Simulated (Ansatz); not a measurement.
A made-up structure of CH4FSi (charge +1), singlet:

```xyz
7
angstrom
F -1.6554 0.3235 0.2114
C -0.5012 -0.1909 -0.4147
Si 0.6367 0.2153 0.4817
H -0.4332 -1.3558 -0.4823
H -0.2415 0.2639 -1.4597
H 0.2459 1.0033 1.7120
H 1.9487 -0.2593 -0.0484
```

It is relaxed with PBE-D4/def2-SVP and then PBE0-D4/def2-TZVP (Ansatz 0.2.0). Atoms count as bonded within 1.22 times the sum of their covalent radii (H–H: 0.88 Å). The end point is not checked to be a true minimum.

(1) Does its bonding change? (A judgement: the text doesn't fix the answer.)

Results:

(1) By the calculation: No: no bond forms or breaks.

Where it ends: The first stage lowers the energy by 2.55 eV in 8 steps. It ends as CH₄FSi ([F][CH2][SiH2]), total charge +1:
| atom | x (Å) | y (Å) | z (Å) |
| --- | --- | --- | --- |
| F1 | -1.8077 | 0.2150 | 0.0018 |
| C2 | -0.6292 | -0.2275 | -0.5006 |
| Si3 | 0.7916 | 0.2614 | 0.5886 |
| H4 | -0.6305 | -1.3260 | -0.6086 |
| H5 | -0.4531 | 0.1740 | -1.5135 |
| H6 | 0.5667 | 1.0333 | 1.8243 |
| H7 | 2.1622 | -0.1302 | 0.2080 |

Labels in which every atom is bracketed show which atoms are joined, not bond orders.

For scale, one of the runs: PBE0-D4/def2-TZVP relaxation, 123 basis functions, launched by `ansatz run in.yaml --threads 2 --pin off --events-out ev --progress --plain --max-ram 4352MiB`. The run took about 7.5 s on 2 CPU threads of an Intel Xeon 6975P-C (shared host).
